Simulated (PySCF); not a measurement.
Computed with M06-2X/def2-TZVP // B3LYP-D3(BJ)/def2-TZVP in PySCF 2.14.0. All species are isolated molecules in the gas phase. Delta-SCF ions had no search for a lower state. Excitations are Tamm–Dancoff values on a coarser integration grid. The basis has no diffuse functions, so Rydberg states are missing or too high.

Reference species (SMILES): `C=O` (neutral, multiplicity 1).

The HOMO–LUMO gap is 9.38 eV. The vertical ionisation energy (Delta-SCF) comes out as 10.97 eV and the T1 excitation (TDA) is 3.30 eV.

After one change: the HOMO–LUMO gap rises by 1.46 eV; the vertical ionisation energy (Delta-SCF) falls by 0.57 eV; the T1 excitation (TDA) rises by 1.86 eV.

**Question.** What was changed between the two runs? The new species is one of these.
A. `COC=O` (C–O–C–O torsion 0°)
B. `O=CS` (O–C–S–H torsion 0°)
C. `O=CC(F)F` (O–C–C–F torsion 122°)
D. `NC=O`

**Answer.** D, `NC=O`
